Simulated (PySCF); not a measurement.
# Assigning NMR signals

Atom-mapped SMILES (the numbers label the heavy atoms): `[CH2:1]=[CH:2][C:3](=[O:4])[CH:5]=[CH2:6]`. Each H is labelled by its parent atom. Ha(C1), Ha(C6) are cis to C3; Hb(C1), Hb(C6) are trans to C3.

- couplings computed with B3LYP/pcJ-1 (without the spin–dipole term)
- geometry from GFN2-xTB
- shieldings: GIAO PBE0/pcSseg-1
- code: PySCF 2.14.0 with density-fitted response routines
- averaged over atoms made equivalent by symmetry, fast rotation or ring inversion, a single conformation, in vacuum, non-relativistic

References, each an isolated molecule treated in the same way: $^{13}$C (σref 186.93), $^{1}$H (σref 31.72) against TMS.

**Question.** Assign these signals to the numbered atoms. $^{13}$C{$^{1}$H} NMR (computed): δ 189.1, 142.1, 140.8.

**Answer.** 
| δ (ppm) | atoms | environment | reason |
| --- | --- | --- | --- |
| 189.1 | C3 | ketone carbonyl carbon | the double bond to the heteroatom, with no lone-pair donor beside it, deshields it most |
| 142.1 | C2/C5 | α carbon of a C=C–C=O unit | as expected for a trigonal carbon in a double bond |
| 140.8 | C1/C6 | β carbon of a C=C–C=O unit | conjugation with the carbonyl draws π density from the β position |

C2/C5 and C1/C6 lie closer than the usual error of such a calculation, so a measured spectrum could show them in the other order.

**Question.** Assign these signals to the numbered atoms. $^{1}$H NMR (500 MHz, computed): δ 7.11 (d, J = 17.9 Hz, 2H), 6.67 (dd, J = 17.9, 11.2 Hz, 2H), 6.20 (d, J = 11.2 Hz, 2H).

**Answer.** 
| δ (ppm) | atoms | environment | reason |
| --- | --- | --- | --- |
| 7.11 | Ha(C1)/Ha(C6) | hydrogen on a β carbon of a C=C–C=O unit | olefinic region |
| 6.67 | H(C2)/H(C5) | hydrogen on an α carbon of a C=C–C=O unit | olefinic region |
| 6.20 | Hb(C1)/Hb(C6) | hydrogen on a β carbon of a C=C–C=O unit | a vinylic proton, deshielded by the sp2 carbon and the C=C anisotropy |

Splittings below 1 Hz are ignored in the labels, and close J values are merged. Unscaled 3J(H,H) at this level run about 10 % above measured values. Shifts are as computed. Against solution values, carbons near 30 ppm lie about +3 ppm off and those near 130 ppm about +5 ppm. Of 1211 compounds with measured shifts, 218 miss one by over three times the rms of a fit or turn the order of signals round; such compounds aren't used in these exercises.
